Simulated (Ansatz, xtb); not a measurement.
## Relative energy of two isomers of BHNO

Structure a: `[N]=BO`, a doublet. Structure b: `[NH]B=O`, a doublet. Both are isolated molecules in the gas phase, relaxed with PBE0-D3(BJ)/def2-SVP; the shapes shown needn't be the lowest conformers.

a (Å):

| atom | x (Å) | y (Å) | z (Å) |
| --- | --- | --- | --- |
| B | 1.0672 | -0.3504 | 0.2774 |
| N | 1.4493 | 0.5619 | 1.1460 |
| O | 0.7081 | -1.2557 | -0.6054 |
| H | -0.1136 | -1.7213 | -0.4049 |

b (Å):

```xyz
4

B    -1.9930    0.5909   -1.4221
N    -0.8233    1.1974   -0.9828
O    -2.9880   -0.0222   -1.7618
H    -0.7016    2.1770   -1.2560
```

Quicker runs give these differences E(b) − E(a): GFN2-xTB −119.9 kJ/mol; HF/STO-3G −133.0 kJ/mol (at GFN2-xTB geometries); r2SCAN-D4/def2-SVP −131.0 kJ/mol (at GFN2-xTB geometries).

Task: Estimate E(b) − E(a) at the level CCSD(T)/def2-TZVPP.

Result: Calculated at CCSD(T)/def2-TZVPP: E(b) − E(a) = −118.8 kJ/mol, so structure b lies lower.

Level by level:

```csv
level,geometry,E(b) − E(a) (kJ/mol),departure from the last row (kJ/mol),"job, with rough time for the two"
GFN2-xTB,GFN2-xTB,−119.9,−1.1,"optimisation, 0.092 s"
HF/STO-3G,GFN2-xTB,−133.0,−14.2,"single point, 0.26 s"
r2SCAN-D4/def2-SVP,GFN2-xTB,−131.0,−12.2,"single point, 1.8 s"
PBE0-D3(BJ)/def2-SVP,PBE0-D3(BJ)/def2-SVP,−126.6,−7.9,"optimisation, 21 s"
HF/def2-TZVPP,PBE0-D3(BJ)/def2-SVP,−108.4,+10.3,part of the CCSD(T) run
MP2/def2-TZVPP,PBE0-D3(BJ)/def2-SVP,−125.0,−6.2,part of the CCSD(T) run
CCSD(T)/def2-TZVPP,PBE0-D3(BJ)/def2-SVP,−118.8,,"single point, 20 s"
```

As drawn, b has 1 B–N, 1 B=O, 1 N–H in place of 1 B=N, 1 B–O, 1 O–H.

The levels shown agree on the order. The largest departure from CCSD(T)/def2-TZVPP is that of HF/STO-3G, 14.2 kJ/mol.

With harmonic frequencies from PBE0-D3(BJ)/def2-SVP (ideal gas, rigid rotor, one conformer each, 600 K, 1 atm): on the last row, ΔE + ΔZPE = −121.6, ΔH = −121.3, ΔG = −121.9 kJ/mol.

Open shells are spin-unrestricted, with notable spin contamination under HF/STO-3G. The correlated steps freeze 3 core orbitals. Run with Ansatz 0.2.0, xtb 6.7.1; the last row on 1 thread of Intel(R) Xeon(R) 6975P-C (Granite Rapids) on a shared host.
